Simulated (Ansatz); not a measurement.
We consider fcc Sr, described by r²SCAN in Ansatz (plane waves, PAW).

Numerical settings: plane-wave cutoff 600 eV, 12×12×12 k mesh, Fermi–Dirac smearing 0.1 eV, finite displacements, scalar-relativistic PAW data made under PBE.

The cell has the measured lattice parameters. Conventional cell: a = 6.0860 Å, b = 6.0860 Å, c = 6.0860 Å, α = 90.00°, β = 90.00°, γ = 90.00°.

```cif
data_Sr4
_chemical_formula_sum 'Sr4'
_space_group_name_H-M_alt 'Fm-3m'
_space_group_IT_number 225
_space_group_name_Hall '-F 4 2 3'
_cell_length_a 6.08600
_cell_length_b 6.08600
_cell_length_c 6.08600
_cell_angle_alpha 90.000
_cell_angle_beta 90.000
_cell_angle_gamma 90.000
loop_
_atom_site_label
_atom_site_type_symbol
_atom_site_symmetry_multiplicity
_atom_site_Wyckoff_symbol
_atom_site_fract_x
_atom_site_fract_y
_atom_site_fract_z
_atom_site_occupancy
Sr1 Sr 4 a 0.00000 0.00000 0.00000 1
```
(The calculation used a cell of 1 atom; values per cell refer to that cell.)

Harmonic phonon frequencies (cm⁻¹; i marks an imaginary mode):

| q point | frequencies |
|---|---|
| X | 79 79 106 |
| L | (withheld) |

Q: Some entries are withheld; supply them.

A: 
- L, frequencies: 46 46 98

No imaginary mode appears at these points.

Note: the cell isn't this level's own, so it is under some stress, which shifts stiffness and frequencies.

Ansatz is a program for electronic structure.
